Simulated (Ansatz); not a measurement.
SiH2 (SMILES [SiH2], charge +1) moved off its minimum; all values from Ansatz (a program for electronic structure), cores frozen in correlated methods. Open shells are unrestricted.
(charge 1, multiplicity 2)
```xyz
3

Si     0.07530     0.13450     0.01770
H     -1.35690    -0.58063    -0.06382
H      1.29406    -0.59495    -0.08035
```

Forces at PBE/def2-TZVPP (eV/Å):

```
atom      Fx      Fy      Fz
----  ------  ------  ------
Si1   -2.498   0.400   0.064
H2     1.189   0.497   0.056
H3     1.309  -0.897  -0.120
```

**Question.** Give the forces (eV/Å), the total energy and the dipole at CCSD(T)/aug-cc-pV(T+d)Z.

**Answer.** 
```tsv
atom	Fx	Fy	Fz
Si1	-2.492	0.067	0.022
H2	1.478	0.647	0.073
H3	1.014	-0.714	-0.095
```
Energy -289.8362 hartree.
